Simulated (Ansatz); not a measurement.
System (SMILES): F (HF).
Atoms: F1, H2. Bonds: F1-H2.

Basis-set convergence of the optimised F1-H2 bond length at MP2 with Ansatz (a program for electronic structure). The reference of a correlated method is not its basis-set limit, which lies further on. All functions are spherical. Cores are frozen. No added dispersion term, no relativity. Reference: the value in aug-cc-pV5Z, 0.9183 Å, itself unsure by roughly 0.0006 Å (its mean distance from pcseg-4, aug-pcseg-3, aug-cc-pVQZ). Deviations are taken from unrounded values.

```csv
basis,functions,optimised F1-H2 bond length (Å),minus reference (Å)
pcseg-0,11,0.9682,0.0499
pcseg-1,19,0.9263,0.0079
aug-pcseg-1,32,0.9271,0.0087
pcseg-2,44,0.9184,0.0001
aug-pcseg-2,69,0.9194,0.0010
pcseg-3,93,0.9178,-0.0006
aug-pcseg-3,134,0.9179,-0.0004
pcseg-4,162,0.9173,-0.0010
```

The smallest set listed that lies within 0.003 Å of the reference with all its larger relatives (same family, alike in diffuse functions; a set with none counts only in the reference's own line) is pcseg-2 (44 functions, 0.0001 Å off).
